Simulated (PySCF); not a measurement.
Molecule: `C(N)(F)(F)F`, CH2F3N.

Cartesian coordinates in Å; atom numbers follow the order of the lines, from 1:
```xyz
7

N     0.7728   -0.3367   -0.3414
C    -0.4153    0.2904    0.0270
F    -1.3507    0.0869   -0.8985
F    -0.2200    1.5993    0.1701
F    -0.9412   -0.1409    1.1964
H     0.6423   -1.3331   -0.4874
H     1.5120   -0.1660    0.3337
```

Geometry PBE0-D3(BJ)/def2-SVP throughout; GIAO in PySCF, gas phase, one conformer, non-relativistic; equivalent atoms averaged; basis pcSseg-2.

For orientation, wB97X-D gives these absolute shieldings σ: N1 196.1, C2 49.8, F3/F4/F5 244.9, H6/H7 29.10 ppm.

A run gave: N1 194.4, C2 48.8, F3/F4/F5 233.7, H6/H7 29.15 ppm (absolute shieldings σ).

Task: Which functional was used in that run?
A. LDA
B. CAM-B3LYP
C. BLYP
D. KT3

Result: D. C2 tells them apart best: KT3 gives 48.8, LDA gives 37.2, BLYP gives 34.5, CAM-B3LYP gives 46.2 ppm.
